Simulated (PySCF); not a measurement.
## Oxygen: a sound run and one with changed settings

Sound run: O [He] 2s2 2p4, O⁺ [He] 2s2 2p3. Computed with PySCF 2.14 in aug-cc-pVDZ, with no relativity, point nucleus. In the sound run the correlated levels freeze 1s2. The sound run starts from symmetry-adapted Hartree-Fock orbitals and uses a fine grid where one is needed.

Changed run: a valence shell is frozen. This setting is unsound on purpose.

```tsv
species	method	sound run (hartree)	changed run (hartree)	converged
O	MP2	-74.90697	-74.85056	yes
O	CCSD(T)	-74.92565	-74.85909	yes
O⁺	MP2	-74.42573	-74.37051	yes
O⁺	CCSD(T)	-74.44248	-74.37406	yes
```

Ionisation energy of O:

```tsv
method	sound run (eV)	changed run (eV)
UHF	12.057	12.057
MP2	13.095	13.063
SCS-MP2	13.115	13.190
CCSD	13.120	13.184
CCSD(T)	13.148	13.198
```

Freezing a valence shell removes pair correlation that changes on ionisation.

For comparison, NIST gives 13.618 eV between the lowest levels.
